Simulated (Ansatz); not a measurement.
# CH5SSi+ (SMILES C=[SiH][SH2+]): a relaxed scan of the bond length S3–H7

How does the energy rise as the bond length S3–H7 leaves its equilibrium value, and do density functionals follow CCSD(T)? At each value the rest of the molecule is relaxed at PBE0-D4 with the distance held.

Method: single points in def2-TZVPP; program: Ansatz 0.2.0, Gaussian basis.

Levels: PBE-D4, r2SCAN-D4, PBE0-D4, B3LYP-D4, wB97M-V, Hartree-Fock, MP2, CCSD, CCSD(T). The scan takes 1.164, 1.204, 1.263, 1.331, 1.406, 1.488, 1.574, 1.665, 1.760 Å.

Correlated methods freeze the cores. B3LYP uses VWN-RPA correlation.

47 further runs of the same task are left out: 47 set aside as unsound or not needed.

### 1 The starting structure

The minimum, relaxed at PBE0-D4: SMILES `C=[SiH][SH2+]`, 8 atoms, charge 1, spin multiplicity 1.

Atoms are counted from 1 here; the program's logs count them from 0.

Bond lengths: C1–Si2 1.688 Å, C1–H4 1.084 Å, C1–H5 1.086 Å, Si2–S3 2.237 Å, Si2–H6 1.468 Å, S3–H7 1.354 Å, S3–H8 1.354 Å. Angles: Si2–C1–H4 122.2°, Si2–C1–H5 121.5°, H4–C1–H5 116.3°, C1–Si2–S3 108.5°, C1–Si2–H6 139.4°, S3–Si2–H6 112.1°, Si2–S3–H7 101.0°, Si2–S3–H8 101.0°, H7–S3–H8 93.6°.

Geometry (Å):

| atom | x (Å) | y (Å) | z (Å) |
| --- | --- | --- | --- |
| C1 | -0.8161 | 1.0529 | -1.0334 |
| Si2 | -0.0192 | 0.5683 | 0.3735 |
| S3 | 0.5873 | -1.5723 | 0.1439 |
| H4 | -0.9713 | 0.3813 | -1.8704 |
| H5 | -1.2022 | 2.0611 | -1.1471 |
| H6 | 0.3848 | 1.1197 | 1.6729 |
| H7 | 1.8800 | -1.5198 | 0.5426 |
| H8 | 0.1567 | -2.0913 | 1.3179 |

Energies of the minimum (eV), from earlier single points: PBE-D4 -19813.35866, r2SCAN-D4 -19821.32542, PBE0-D4 -19815.04494, B3LYP-D4 -19824.87422, wB97M-V -19821.40119, CCSD(T) -19795.98322.

At the minimum the bond length S3–H7 is 1.354 Å.

### 2 S3–H7 = 1.164 Å

relax/in.yaml reads:

```yaml
crystal:
  periodic: [false, false, false]
  atoms:
    - {symbol: C, position_ang: [-0.816067, 1.052926, -1.033389]}
    - {symbol: Si, position_ang: [-0.019241, 0.568282, 0.373539]}
    - {symbol: S, position_ang: [0.587284, -1.572252, 0.143936]}
    - {symbol: H, position_ang: [-0.971301, 0.381347, -1.870441]}
    - {symbol: H, position_ang: [-1.202243, 2.061092, -1.147072]}
    - {symbol: H, position_ang: [0.384811, 1.119700, 1.672901]}
    - {symbol: H, position_ang: [1.698748, -1.527152, 0.486732]}
    - {symbol: H, position_ang: [0.156711, -2.091310, 1.317888]}
basis:
  gaussian: {orbitals: def2-TZVP}
total_charge: 1
hamiltonian: {xc: pbe0, dispersion: d4}
relax: {f_tol: 0.005, max_steps: 200, constraints: [{distance: [2, 6]}]}
```

No record of the launch command was kept for these runs.

The program printed (excerpt; [...] marks lines left out):

```text
Functional definition: PBE0
  name "PBE0"
  cite "Adamo & Barone, J. Chem. Phys. 110, 6158 (1999) doi:10.1063/1.478522"
  cite "Perdew, Burke & Ernzerhof, Phys. Rev. Lett. 77, 3865 (1996) doi:10.1103/PhysRevLett.77.3865"
  parent pbe
[...]
939 factors; their error is unknown
[...]
mean field -19814.22852341 eV, -728.1594676688 hartree, gradient 1.1e-5 eV, S^2 0.000000; 0 other end points of the search recorded, 0 dependent functions left out
[...]
reference -19814.22855319 eV, -728.1594687632 hartree; 20, 20 occupied and 115, 115 virtual orbitals, 939 factors
relax step   1: F+E_penalty+E_count = -19814.35036615 eV  Δ(F+E_penalty+E_count) = +0.000e0 eV  max|allowed force component| = 8.977e-2 eV/Å  Δτ_max = 0.0000 Å  (29 SCF iters, accepted)
[...]
relax step   6: F+E_penalty+E_count = -19814.35158323 eV  Δ(F+E_penalty+E_count) = -3.606e-5 eV  max|allowed force component| = 5.699e-3 eV/Å  Δτ_max = 0.0050 Å  (31 SCF iters, accepted)
[...]
relax step   7: F+E_penalty+E_count = -19814.35159025 eV  Δ(F+E_penalty+E_count) = -7.016e-6 eV  max|allowed force component| = 3.032e-3 eV/Å  Δτ_max = 0.0025 Å  (22 SCF iters, accepted)
  distance S 2 - H 6 held at 1.164000 Å   reaction = -7.9506e0 eV/Å
939 factors; their error is unknown
[...]
mean field -19814.22983353 eV, -728.1595158148 hartree, gradient 9.1e-6 eV, S^2 0.000000; 1 other end points of the search recorded, 0 dependent functions left out
[...]
reference -19814.22986331 eV, -728.1595169092 hartree; 20, 20 occupied and 115, 115 virtual orbitals, 939 factors
Total energy: -19814.35162003 eV, -728.1639913862 hartree
Atom 0 at    -0.820244     1.052360    -1.032234 Å, force    -0.002008     0.003032    -0.000123 eV/Å
Atom 1 at    -0.013841     0.576464     0.371779 Å, force     0.000872    -0.001361    -0.001286 eV/Å
Atom 2 at     0.597573    -1.567809     0.147472 Å, force    -7.569421    -0.312920    -2.413278 eV/Å
Atom 3 at    -0.979540     0.375815    -1.864442 Å, force     0.000505    -0.000001    -0.000154 eV/Å
Atom 4 at    -1.203580     2.061126    -1.150765 Å, force     0.000089    -0.001399    -0.000263 eV/Å
Atom 5 at     0.394337     1.124304     1.671357 Å, force     0.000416    -0.000319     0.000764 eV/Å
Atom 6 at     1.705808    -1.521860     0.500457 Å, force     7.568885     0.313286     2.412649 eV/Å
Atom 7 at     0.138189    -2.107768     1.300470 Å, force     0.000662    -0.000317     0.001691 eV/Å
Dipole moment:     0.263889    -0.342517     0.416336 e Å
```

Wall time 20 s (2 threads, shared host); peak memory 0.24 GiB.

ccsdt-tzvpp/in.yaml reads:

```yaml
crystal:
  periodic: [false, false, false]
  atoms:
    - {symbol: C, position_ang: [-0.820244, 1.052360, -1.032234]}
    - {symbol: Si, position_ang: [-0.013841, 0.576464, 0.371779]}
    - {symbol: S, position_ang: [0.597573, -1.567809, 0.147472]}
    - {symbol: H, position_ang: [-0.979540, 0.375815, -1.864442]}
    - {symbol: H, position_ang: [-1.203580, 2.061126, -1.150765]}
    - {symbol: H, position_ang: [0.394337, 1.124304, 1.671357]}
    - {symbol: H, position_ang: [1.705808, -1.521860, 0.500457]}
    - {symbol: H, position_ang: [0.138189, -2.107768, 1.300470]}
basis:
  gaussian: {orbitals: def2-TZVPP}
total_charge: 1
correlation: {method: ccsd_t}
```

The program printed (excerpt; [...] marks lines left out):

```text
Functional definition: HF
  name "HF"
  cite "Fock, Z. Phys. 61, 126 (1930) doi:10.1007/BF01340294"
[... 1 set-up line as earlier in the session ...]
[...]
1048 factors; integrals over basis functions are off by at most 8.9e-4 eV
[...]
mean field -19780.96062811 eV, -726.9368950663 hartree, gradient 1.9e-6 eV, S^2 0.000000; 0 other end points of the search recorded, 0 dependent functions left out; unrestricted orbitals would lower it
11 core orbitals not correlated: weight in the atoms' cores, before any rotation towards them, 1.000 or more for the frozen orbitals, at most 0.000 for the correlated occupied ones
reference -19780.96062811 eV, -726.9368950663 hartree; 9, 9 occupied and 165, 165 virtual orbitals, 1048 factors
second order -12.53743591 eV of doubles, -0.00000000 eV of singles
cycle   1  -13.29929635 eV  change   -7.6e-1 eV  update   8.9e-2
[...]
cycle   9  -13.77955615 eV  change   -2.1e-6 eV  update   1.4e-5
perturbative correction -0.64166050 eV, -0.0235805885 hartree
Total energy: -19795.38184476 eV, -727.4668650031 hartree
```

It took 29 s on 2 threads, shared host; peak memory 1.7 GiB.

The other levels were run on the same coordinates; their logs were not kept, and their results stand in the tables.

### 3 S3–H7 = 1.204 Å

relax/in.yaml, as its differences from that of step 2:

```diff
@@ -9,3 +9,3 @@
     - {symbol: H, position_ang: [0.384811, 1.119700, 1.672901]}
-    - {symbol: H, position_ang: [1.698748, -1.527152, 0.486732]}
+    - {symbol: H, position_ang: [1.736943, -1.525603, 0.498512]}
     - {symbol: H, position_ang: [0.156711, -2.091310, 1.317888]}
```

The program printed (excerpt; [...] marks lines left out):

```text
[... 5 set-up lines as earlier in the session ...]
[...]
939 factors; their error is unknown
[...]
mean field -19814.49852952 eV, -728.1693902105 hartree, gradient 1.2e-5 eV, S^2 0.000000; 0 other end points of the search recorded, 0 dependent functions left out
[...]
reference -19814.49855939 eV, -728.1693913082 hartree; 20, 20 occupied and 115, 115 virtual orbitals, 939 factors
relax step   1: F+E_penalty+E_count = -19814.62031648 eV  Δ(F+E_penalty+E_count) = +0.000e0 eV  max|allowed force component| = 6.915e-2 eV/Å  Δτ_max = 0.0000 Å  (28 SCF iters, accepted)
[...]
reference -19814.49942971 eV, -728.1694232919 hartree; 20, 20 occupied and 115, 115 virtual orbitals, 939 factors
Total energy: -19814.62114406 eV, -728.1738962116 hartree
Atom 0 at    -0.820149     1.052471    -1.032283 Å, force     0.000249    -0.000182     0.000387 eV/Å
Atom 1 at    -0.013372     0.575183     0.371156 Å, force    -0.000516     0.000086    -0.001640 eV/Å
Atom 2 at     0.596963    -1.568698     0.146095 Å, force    -5.331876    -0.220041    -1.705915 eV/Å
Atom 3 at    -0.978369     0.377064    -1.865662 Å, force     0.000156     0.000439     0.000610 eV/Å
Atom 4 at    -1.204812     2.060852    -1.149442 Å, force     0.000113    -0.000311     0.000231 eV/Å
Atom 5 at     0.393985     1.123049     1.671008 Å, force    -0.000022     0.000204     0.000183 eV/Å
Atom 6 at     1.742794    -1.521488     0.512781 Å, force     5.331808     0.219792     1.706334 eV/Å
Atom 7 at     0.139857    -2.104252     1.302222 Å, force     0.000088     0.000014    -0.000190 eV/Å
Dipole moment:     0.272524    -0.344802     0.418398 e Å
```

Wall time 19 s (2 threads, shared host); peak memory 0.24 GiB.

ccsdt-tzvpp/in.yaml reads:

```yaml
crystal:
  periodic: [false, false, false]
  atoms:
    - {symbol: C, position_ang: [-0.820149, 1.052471, -1.032283]}
    - {symbol: Si, position_ang: [-0.013372, 0.575183, 0.371156]}
    - {symbol: S, position_ang: [0.596963, -1.568698, 0.146095]}
    - {symbol: H, position_ang: [-0.978369, 0.377064, -1.865662]}
    - {symbol: H, position_ang: [-1.204812, 2.060852, -1.149442]}
    - {symbol: H, position_ang: [0.393985, 1.123049, 1.671008]}
    - {symbol: H, position_ang: [1.742794, -1.521488, 0.512781]}
    - {symbol: H, position_ang: [0.139857, -2.104252, 1.302222]}
basis:
  gaussian: {orbitals: def2-TZVPP}
total_charge: 1
correlation: {method: ccsd_t}
```

The program printed (excerpt; [...] marks lines left out):

```text
[... 4 set-up lines as earlier in the session ...]
[...]
1049 factors; integrals over basis functions are off by at most 8.9e-4 eV
[...]
mean field -19781.21437069 eV, -726.9462199342 hartree, gradient 1.9e-6 eV, S^2 0.000000; 0 other end points of the search recorded, 0 dependent functions left out; unrestricted orbitals would lower it
11 core orbitals not correlated: weight in the atoms' cores, before any rotation towards them, 1.000 or more for the frozen orbitals, at most 0.000 for the correlated occupied ones
reference -19781.21437069 eV, -726.9462199342 hartree; 9, 9 occupied and 165, 165 virtual orbitals, 1049 factors
second order -12.54276313 eV of doubles, -0.00000000 eV of singles
cycle   1  -13.30298191 eV  change   -7.6e-1 eV  update   8.9e-2
[...]
cycle   9  -13.78482019 eV  change   -1.8e-6 eV  update   1.5e-5
perturbative correction -0.64359595 eV, -0.0236517149 hartree
Total energy: -19795.64278683 eV, -727.4764544475 hartree
```

Run time: 31 s. Hardware: 2 threads, shared host; peak memory 1.7 GiB.

### 4 S3–H7 = 1.263 Å

relax/in.yaml, as its differences from that of step 3:

```diff
@@ -9,3 +9,3 @@
     - {symbol: H, position_ang: [0.384811, 1.119700, 1.672901]}
-    - {symbol: H, position_ang: [1.736943, -1.525603, 0.498512]}
+    - {symbol: H, position_ang: [1.793280, -1.523317, 0.515887]}
     - {symbol: H, position_ang: [0.156711, -2.091310, 1.317888]}
```

The program printed (excerpt; [...] marks lines left out):

```text
[... 5 set-up lines as earlier in the session ...]
[...]
939 factors; their error is unknown
[...]
mean field -19814.74558512 eV, -728.1784693362 hartree, gradient 1.3e-5 eV, S^2 0.000000; 0 other end points of the search recorded, 0 dependent functions left out
[...]
reference -19814.74561513 eV, -728.1784704389 hartree; 20, 20 occupied and 115, 115 virtual orbitals, 939 factors
relax step   1: F+E_penalty+E_count = -19814.86728847 eV  Δ(F+E_penalty+E_count) = +0.000e0 eV  max|allowed force component| = 4.087e-2 eV/Å  Δτ_max = 0.0000 Å  (28 SCF iters, accepted)
[...]
reference -19814.74596785 eV, -728.1784834014 hartree; 20, 20 occupied and 115, 115 virtual orbitals, 939 factors
Total energy: -19814.86762673 eV, -728.1829542826 hartree
Atom 0 at    -0.818518     1.052433    -1.032671 Å, force     0.001942     0.002138    -0.000687 eV/Å
Atom 1 at    -0.016441     0.571983     0.372441 Å, force    -0.000562     0.001224    -0.002709 eV/Å
Atom 2 at     0.592294    -1.570849     0.145404 Å, force    -2.751676    -0.113538    -0.860551 eV/Å
Atom 3 at    -0.975129     0.379192    -1.868081 Å, force    -0.001144    -0.000816     0.001266 eV/Å
Atom 4 at    -1.202792     2.061135    -1.148378 Å, force    -0.000801    -0.000393     0.000010 eV/Å
Atom 5 at     0.389428     1.121738     1.671981 Å, force     0.000142    -0.001413     0.000299 eV/Å
Atom 6 at     1.796649    -1.520649     0.522469 Å, force     2.751354     0.114313     0.862548 eV/Å
Atom 7 at     0.147743    -2.098515     1.310085 Å, force     0.000746    -0.001515    -0.000175 eV/Å
Dipole moment:     0.287024    -0.347657     0.421203 e Å
```

Run time: 15 s. Hardware: 2 threads, shared host; peak memory 0.24 GiB.

ccsdt-tzvpp/in.yaml reads:

```yaml
crystal:
  periodic: [false, false, false]
  atoms:
    - {symbol: C, position_ang: [-0.818518, 1.052433, -1.032671]}
    - {symbol: Si, position_ang: [-0.016441, 0.571983, 0.372441]}
    - {symbol: S, position_ang: [0.592294, -1.570849, 0.145404]}
    - {symbol: H, position_ang: [-0.975129, 0.379192, -1.868081]}
    - {symbol: H, position_ang: [-1.202792, 2.061135, -1.148378]}
    - {symbol: H, position_ang: [0.389428, 1.121738, 1.671981]}
    - {symbol: H, position_ang: [1.796649, -1.520649, 0.522469]}
    - {symbol: H, position_ang: [0.147743, -2.098515, 1.310085]}
basis:
  gaussian: {orbitals: def2-TZVPP}
total_charge: 1
correlation: {method: ccsd_t}
```

The program printed (excerpt; [...] marks lines left out):

```text
[... 4 set-up lines as earlier in the session ...]
[...]
1050 factors; integrals over basis functions are off by at most 9.0e-4 eV
[...]
mean field -19781.43552420 eV, -726.9543471756 hartree, gradient 1.9e-6 eV, S^2 0.000000; 0 other end points of the search recorded, 0 dependent functions left out; unrestricted orbitals would lower it
11 core orbitals not correlated: weight in the atoms' cores, before any rotation towards them, 1.000 or more for the frozen orbitals, at most 0.000 for the correlated occupied ones
reference -19781.43552420 eV, -726.9543471756 hartree; 9, 9 occupied and 165, 165 virtual orbitals, 1050 factors
second order -12.55284785 eV of doubles, -0.00000000 eV of singles
cycle   1  -13.31071038 eV  change   -7.6e-1 eV  update   8.9e-2
[...]
cycle   9  -13.79537521 eV  change   -2.7e-6 eV  update   1.5e-5
perturbative correction -0.64674358 eV, -0.0237673883 hartree
Total energy: -19795.87764299 eV, -727.4850852521 hartree
```

Wall time 31 s (2 threads, shared host); peak memory 1.7 GiB.

### 5 S3–H7 = 1.331 Å

relax/in.yaml, as its differences from that of step 4:

```diff
@@ -9,3 +9,3 @@
     - {symbol: H, position_ang: [0.384811, 1.119700, 1.672901]}
-    - {symbol: H, position_ang: [1.793280, -1.523317, 0.515887]}
+    - {symbol: H, position_ang: [1.858211, -1.520682, 0.535913]}
     - {symbol: H, position_ang: [0.156711, -2.091310, 1.317888]}
```

The program printed (excerpt; [...] marks lines left out):

```text
[... 5 set-up lines as earlier in the session ...]
[...]
939 factors; their error is unknown
[...]
mean field -19814.86016594 eV, -728.1826801038 hartree, gradient 6.4e-5 eV, S^2 0.000000; 0 other end points of the search recorded, 0 dependent functions left out
[...]
reference -19814.86019606 eV, -728.1826812106 hartree; 20, 20 occupied and 115, 115 virtual orbitals, 939 factors
relax step   1: F+E_penalty+E_count = -19814.98177053 eV  Δ(F+E_penalty+E_count) = +0.000e0 eV  max|allowed force component| = 1.137e-2 eV/Å  Δτ_max = 0.0000 Å  (27 SCF iters, accepted)
[...]
reference -19814.86022575 eV, -728.1826823017 hartree; 20, 20 occupied and 115, 115 virtual orbitals, 939 factors
Total energy: -19814.98181837 eV, -728.1871507481 hartree
Atom 0 at    -0.815871     1.053132    -1.033575 Å, force    -0.003271    -0.002329     0.002177 eV/Å
Atom 1 at    -0.019229     0.568943     0.373565 Å, force    -0.002319     0.003156    -0.000137 eV/Å
Atom 2 at     0.587740    -1.572034     0.144759 Å, force    -0.575059    -0.026870    -0.177554 eV/Å
Atom 3 at    -0.972757     0.380714    -1.869621 Å, force     0.001784     0.000627    -0.000420 eV/Å
Atom 4 at    -1.201381     2.061506    -1.147912 Å, force     0.001503     0.000423    -0.000431 eV/Å
Atom 5 at     0.385084     1.120076     1.672979 Å, force     0.001006    -0.000271    -0.000125 eV/Å
Atom 6 at     1.858816    -1.519448     0.536116 Å, force     0.576868     0.023453     0.177474 eV/Å
Atom 7 at     0.155762    -2.093786     1.316963 Å, force    -0.000511     0.001813    -0.000985 eV/Å
Dipole moment:     0.302895    -0.350636     0.424642 e Å
```

It took 9.5 s on 2 threads, shared host; peak memory 0.24 GiB.

ccsdt-tzvpp/in.yaml reads:

```yaml
crystal:
  periodic: [false, false, false]
  atoms:
    - {symbol: C, position_ang: [-0.815871, 1.053132, -1.033575]}
    - {symbol: Si, position_ang: [-0.019229, 0.568943, 0.373565]}
    - {symbol: S, position_ang: [0.587740, -1.572034, 0.144759]}
    - {symbol: H, position_ang: [-0.972757, 0.380714, -1.869621]}
    - {symbol: H, position_ang: [-1.201381, 2.061506, -1.147912]}
    - {symbol: H, position_ang: [0.385084, 1.120076, 1.672979]}
    - {symbol: H, position_ang: [1.858816, -1.519448, 0.536116]}
    - {symbol: H, position_ang: [0.155762, -2.093786, 1.316963]}
basis:
  gaussian: {orbitals: def2-TZVPP}
total_charge: 1
correlation: {method: ccsd_t}
```

The program printed (excerpt; [...] marks lines left out):

```text
[... 4 set-up lines as earlier in the session ...]
[...]
1048 factors; integrals over basis functions are off by at most 1.0e-3 eV
[...]
mean field -19781.51717836 eV, -726.9573479108 hartree, gradient 1.9e-6 eV, S^2 0.000000; 0 other end points of the search recorded, 0 dependent functions left out; unrestricted orbitals would lower it
11 core orbitals not correlated: weight in the atoms' cores, before any rotation towards them, 1.000 or more for the frozen orbitals, at most 0.000 for the correlated occupied ones
reference -19781.51717836 eV, -726.9573479108 hartree; 9, 9 occupied and 165, 165 virtual orbitals, 1048 factors
second order -12.56792769 eV of doubles, -0.00000000 eV of singles
cycle   1  -13.32307550 eV  change   -7.6e-1 eV  update   9.0e-2
[...]
cycle   9  -13.81189415 eV  change   -3.8e-6 eV  update   1.6e-5
perturbative correction -0.65092946 eV, -0.0239212163 hartree
Total energy: -19795.98000196 eV, -727.4888468749 hartree
```

Run time: 32 s. Hardware: 2 threads, shared host; peak memory 1.7 GiB.

### 6 S3–H7 = 1.406 Å

relax/in.yaml, as its differences from that of step 5:

```diff
@@ -9,3 +9,3 @@
     - {symbol: H, position_ang: [0.384811, 1.119700, 1.672901]}
-    - {symbol: H, position_ang: [1.858211, -1.520682, 0.535913]}
+    - {symbol: H, position_ang: [1.929826, -1.517776, 0.558000]}
     - {symbol: H, position_ang: [0.156711, -2.091310, 1.317888]}
```

The program printed (excerpt; [...] marks lines left out):

```text
[... 5 set-up lines as earlier in the session ...]
[...]
939 factors; their error is unknown
[...]
mean field -19814.83581710 eV, -728.1817853004 hartree, gradient 5.6e-5 eV, S^2 0.000000; 0 other end points of the search recorded, 0 dependent functions left out
[...]
reference -19814.83584728 eV, -728.1817864095 hartree; 20, 20 occupied and 115, 115 virtual orbitals, 939 factors
relax step   1: F+E_penalty+E_count = -19814.95730921 eV  Δ(F+E_penalty+E_count) = +0.000e0 eV  max|allowed force component| = 2.433e-2 eV/Å  Δτ_max = 0.0000 Å  (27 SCF iters, accepted)
[...]
reference -19814.83594099 eV, -728.1817898531 hartree; 20, 20 occupied and 115, 115 virtual orbitals, 939 factors
Total energy: -19814.95746068 eV, -728.1862556195 hartree
Atom 0 at    -0.813559     1.053640    -1.034104 Å, force    -0.001958    -0.004763     0.002420 eV/Å
Atom 1 at    -0.022577     0.565779     0.375311 Å, force    -0.001428     0.001023    -0.000663 eV/Å
Atom 2 at     0.582538    -1.572920     0.144263 Å, force     1.089970     0.041469     0.326318 eV/Å
Atom 3 at    -0.968151     0.382455    -1.871577 Å, force     0.002156     0.000455    -0.001422 eV/Å
Atom 4 at    -1.200563     2.061486    -1.147740 Å, force     0.001337     0.001145     0.001145 eV/Å
Atom 5 at     0.379770     1.118315     1.674652 Å, force     0.000533     0.001326     0.000800 eV/Å
Atom 6 at     1.927747    -1.519640     0.549736 Å, force    -1.089944    -0.042777    -0.329165 eV/Å
Atom 7 at     0.164576    -2.087105     1.324822 Å, force    -0.000666     0.002122     0.000567 eV/Å
Dipole moment:     0.321317    -0.352505     0.427971 e Å
```

Wall time 15 s (2 threads, shared host); peak memory 0.24 GiB.

ccsdt-tzvpp/in.yaml reads:

```yaml
crystal:
  periodic: [false, false, false]
  atoms:
    - {symbol: C, position_ang: [-0.813559, 1.053640, -1.034104]}
    - {symbol: Si, position_ang: [-0.022577, 0.565779, 0.375311]}
    - {symbol: S, position_ang: [0.582538, -1.572920, 0.144263]}
    - {symbol: H, position_ang: [-0.968151, 0.382455, -1.871577]}
    - {symbol: H, position_ang: [-1.200563, 2.061486, -1.147740]}
    - {symbol: H, position_ang: [0.379770, 1.118315, 1.674652]}
    - {symbol: H, position_ang: [1.927747, -1.519640, 0.549736]}
    - {symbol: H, position_ang: [0.164576, -2.087105, 1.324822]}
basis:
  gaussian: {orbitals: def2-TZVPP}
total_charge: 1
correlation: {method: ccsd_t}
```

The program printed (excerpt; [...] marks lines left out):

```text
[... 4 set-up lines as earlier in the session ...]
[...]
1048 factors; integrals over basis functions are off by at most 8.9e-4 eV
[...]
mean field -19781.45318433 eV, -726.9549961736 hartree, gradient 1.9e-6 eV, S^2 0.000000; 0 other end points of the search recorded, 0 dependent functions left out; unrestricted orbitals would lower it
11 core orbitals not correlated: weight in the atoms' cores, before any rotation towards them, 1.000 or more for the frozen orbitals, at most 0.000 for the correlated occupied ones
reference -19781.45318433 eV, -726.9549961736 hartree; 9, 9 occupied and 165, 165 virtual orbitals, 1048 factors
second order -12.58866731 eV of doubles, -0.00000000 eV of singles
cycle   1  -13.34079536 eV  change   -7.5e-1 eV  update   9.0e-2
[...]
cycle   9  -13.83535718 eV  change   -4.1e-6 eV  update   1.7e-5
perturbative correction -0.65626287 eV, -0.0241172157 hartree
Total energy: -19795.94480438 eV, -727.4875533877 hartree
```

Run time: 32 s. Hardware: 2 threads, shared host; peak memory 1.7 GiB.

[end of part 1 of 2]
